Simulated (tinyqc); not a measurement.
Worked calculation: G0W0 on RHF in the sto-6g basis, for OH-, spin multiplicity 1. The basis has no diffuse functions, so it cannot describe the extra electron: this is an exercise in the method, not the real anion. One step of it, computed by the program tinyqc.

Question. G0W0 on Hartree-Fock: LUMO. W(p,q,m) = sqrt2 sum_ia (pq|ia) (X+Y)_ia,m; Sigma_c(x) = sum_(i,m) W^2/(x - e_i + w_m) + sum_(a,m) W^2/(x - e_a - w_m); solve x = e_p + Sigma_c(x) by Newton steps; Z = 1/(1 - dSigma/dx); 1 hartree = 27.211386 eV.

orbital energies (hartree): MO1 -19.775980, MO2 -0.597869, MO3 0.081858, MO4 0.172423, MO5 0.172423, MO6 0.946238

Two-electron integrals over orbitals (pq|rs), unique and non-zero (hartree):
```
(11|11) 4.763749    (21|11) -0.466241   (21|21) 0.073166    (22|11) 1.082526
(22|21) -0.020499   (22|22) 0.751701    (31|11) 0.132213    (31|21) -0.020904
(31|22) 0.006391    (31|31) 0.012542    (32|11) -0.170644   (32|21) 0.005958
(32|22) -0.070565   (32|31) 0.008861    (32|32) 0.107717    (33|11) 0.645834
(33|21) -0.004923   (33|22) 0.542151    (33|31) -0.000181   (33|32) 0.029418
(33|33) 0.613158    (41|41) 0.026653    (42|41) 0.034714    (42|42) 0.162241
(43|41) -0.008940   (43|42) -0.036783   (43|43) 0.025169    (44|11) 1.117096
(44|21) -0.012555   (44|22) 0.779446    (44|31) 0.003438    (44|32) -0.092100
(44|33) 0.522365    (44|44) 0.880663    (51|51) 0.026653    (52|51) 0.034714
(52|52) 0.162241    (53|51) -0.008940   (53|52) -0.036783   (53|53) 0.025169
(54|54) 0.047461    (55|11) 1.117096    (55|21) -0.012555   (55|22) 0.779446
(55|31) 0.003438    (55|32) -0.092100   (55|33) 0.522365    (55|44) 0.785741
(55|55) 0.880663    (61|11) -0.103776   (61|21) 0.016378    (61|22) -0.003602
(61|31) 0.007299    (61|32) 0.019965    (61|33) -0.003726   (61|44) -0.002703
(61|55) -0.002703   (61|61) 0.025531    (62|11) 0.134846    (62|21) -0.004441
(62|22) 0.068826    (62|31) 0.015763    (62|32) 0.058651    (62|33) 0.003122
(62|44) 0.073415    (62|55) 0.073415    (62|61) 0.024639    (62|62) 0.113670
(63|11) 0.313691    (63|21) -0.004335   (63|22) 0.169622    (63|31) -0.002335
(63|32) -0.100182   (63|33) -0.028347   (63|44) 0.185340    (63|55) 0.185340
(63|61) -0.007675   (63|62) 0.015061    (63|63) 0.187454    (64|41) 0.006721
(64|42) 0.027457    (64|43) 0.015790    (64|64) 0.037840    (65|51) 0.006721
(65|52) 0.027457    (65|53) 0.015790    (65|65) 0.037840    (66|11) 0.945270
(66|21) -0.011192   (66|22) 0.676826    (66|31) 0.009017    (66|32) -0.002553
(66|33) 0.598573    (66|44) 0.670801    (66|55) 0.670801    (66|61) 0.008099
(66|62) 0.073964    (66|63) 0.085091    (66|66) 0.705189
```

excitation energies w (hartree): 0.846118  0.846118  1.179985  1.757411  20.773237

X + Y:
```
             1         2          3          4          5
1>6   0.000000  0.000000   0.001488  -0.004422   0.998770
2>6   0.000000  0.000000  -0.047092   0.936555   0.000355
3>6   0.000000  0.000000   0.855157   0.028872  -0.000062
4>6  -0.001468  0.956319   0.000000   0.000000   0.000000
5>6   0.956319  0.001468   0.000000   0.000000   0.000000
```

Give: The 12 largest terms at x = e_p; Newton steps; quasiparticle energy of the LUMO; Hartree-Fock value.

Answer.

The 12 largest terms at x = e_p (hartree; W for the signs of X + Y given):
```
q  m      W       term
3  3  0.226      0.025
6  3  0.098     -0.008
2  4  0.151      0.007
6  4  0.101     -0.006
4  2  0.051   1.62e-03
5  1  0.051   1.62e-03
3  4  0.028   2.92e-04
2  5  0.035   5.44e-05
1  4  0.032   4.60e-05
2  3  0.011   4.20e-05
1  5  0.036   3.14e-05
6  5  0.011  -6.33e-06
```

Newton steps (hartree):
```
step      x  Sigma_c(x)      Z
0     0.946       0.022  0.974
1     0.967       0.021  0.974
2     0.967       0.021  0.974
```

quasiparticle energy of the LUMO = 26.319 eV

Hartree-Fock value = 25.748 eV
